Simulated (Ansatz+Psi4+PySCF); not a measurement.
```yaml
atoms:
  - { symbol: Cl, position_ang: [0.0000, 0.0000, 0.0711] }
  - { symbol: H, position_ang: [0.0000, 0.0000, -1.2089] }
```

Basis set: cc-pVTZ on H; cc-pV(T+d)Z on Cl (spherical functions). Frozen core: 5 orbitals. Charge 0, multiplicity 1.

Computed with Ansatz (development build ahead of 0.2.0) and Psi4 1.11; each method stands on the lowest determinant of its kind that the runs found. Restricted open shells among the atoms or ions are ROHF, correlated in semicanonical orbitals with singles.

Give the vertical ionization energy (product with multiplicity 2 at the same shape, open shells in the same class of orbitals) of singlet HCl by UHF-CCSD(T), UHF-CCSD, RHF-MP2, UHF-MP2, UHF, RHF.

```csv
method,ionization energy
UHF-CCSD(T),12.59 eV
UHF-CCSD,12.53 eV
RHF-MP2,12.64 eV
UHF-MP2,12.67 eV
UHF,11.51 eV
RHF,11.68 eV
```
